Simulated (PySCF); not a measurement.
## Simulated absorption spectrum

Species: C₂H₇OP₃.
InChI=1S/C2H7OP3/c3-1-5-6-2-4/h3H,1-2,4H2

Computed, not measured: TDDFT B3LYP/def2-SVPD, vertical, gas phase, core orbitals frozen in the response in PySCF 2.14.0, density-fitted response routines. Isolated species at its GFN2-xTB geometry (one conformer only). Torsions of this conformer, `[OH:1][CH2:2]/[P:3]=[P:4]\[CH2:5][PH2:6]`: O1–C2–P3–P4 169°, P3–P4–C5–P6 -80°, H–O1–C2–P3 57°, H–P6–C5–P4 -160°, H–P6–C5–P4 -68°.

Computed states:

```json
{"state": "S1", "E (eV)": "3.34", "f": "0.0034"}
{"state": "S2", "E (eV)": "3.59", "f": "0.0033"}
{"state": "S3", "E (eV)": "3.94", "f": "0.018"}
{"state": "S4", "E (eV)": "4.33", "f": "0.119"}
{"state": "S5", "E (eV)": "4.88", "f": "0.0041"}
{"state": "S6", "E (eV)": "5.38", "f": "0.0033"}
{"state": "S7", "E (eV)": "5.64", "f": "0.022"}
{"state": "S8", "E (eV)": "5.86", "f": "0.012"}
```

Each state is given a Gaussian of 0.4 eV full width at half maximum, with ε(max) = 2.175×10⁸ f / Δν̃ (Δν̃ the width in cm⁻¹). The width is an assumption, not a result. The curve ends short of the highest state used, and states not computed would add to its high-energy end.

Q: Give the broadened spectrum and its maxima.

A: 
```tsv
E (eV)	ε (L mol⁻¹ cm⁻¹)
2.74	0
2.85	4
2.96	20
3.07	68
3.18	160
3.28	258
3.39	335
3.50	381
3.61	468
3.72	718
3.83	1173
3.94	1840
4.05	3135
4.16	5508
4.27	7769
4.38	7632
4.49	5015
4.60	2230
4.71	783
4.82	376
4.93	284
5.04	208
5.15	188
5.26	319
```

Maxima: 287 nm (4.32 eV), ε about 8100, made up of S4 (99%) (ε in L mol⁻¹ cm⁻¹; maxima over ε = 5, shares over 10%). At its high-energy end, 5.26 eV, the curve is still rising (ε about 320, from S6 and S7).

Q: Does any computed singlet lie in the visible range?

A: No computed singlet lies in the visible range (380 to 750 nm); the lowest, at 372 nm, stands 0.07 eV above its violet end (3.26 eV); a Tamm–Dancoff triplet lies at 579 nm, without intensity as long as spin–orbit coupling is left out.

Q: On this curve, what absorbance would a 10⁻⁴ mol/L sample give at 254 nm over a 1 cm path?

A: 254 nm is 4.881 eV, where ε is about 320 L mol⁻¹ cm⁻¹, so A = ε c l ≈ 0.032 (Beer–Lambert, with the gas-phase spectrum and the assumed width).

Q: Coming from long wavelengths, where does ε first pass 100 L mol⁻¹ cm⁻¹?

A: At about 398 nm (3.12 eV), 0.22 eV below S1.
